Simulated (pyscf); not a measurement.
Single points on ωB97X-D3(BJ)/def2-SVP structures (PySCF, gas phase).

Estimate by transition-state theory the rate constant of HO–Si(Cl)(Cl)–Cl + hydrogen (H₂) → trichlorosilane (Cl–SiH(Cl)–Cl) + water (H₂O) (singlet surface; O–Si, H–H broken, H–Si, H–O formed) at 1200 K, with ωB97M-D3(BJ)/def2-TZVP energies (ideal gas, 1 atm, RRHO with modes under 100 cm⁻¹ raised to 100, one conformer, R ln 2 for rigid chiral ones; no tunnelling).

The electronic barrier is 55.1 kcal/mol and the thermal terms add +39.8, so ΔG‡ = 95.0 kcal/mol. With k_BT/h = 2.50e+13 s⁻¹ and RT = 2.385 kcal/mol, and a volume of 1.64e-19 cm³ per molecule at 1 atm, k = 2.1e-23 cm³ molecule⁻¹ s⁻¹. Wigner's tunnelling factor for 1431i cm⁻¹ would be 1.12. A shift of 1 kcal/mol in the barrier changes k by a factor 1.5. On the product side the descent ends in a complex (not fully relaxed), 4.1 kcal/mol under the separated species and 38.2 kcal/mol under the saddle at ωB97X-D3(BJ)/def2-TZVP. One saddle was located; it need not be the lowest between these sides.
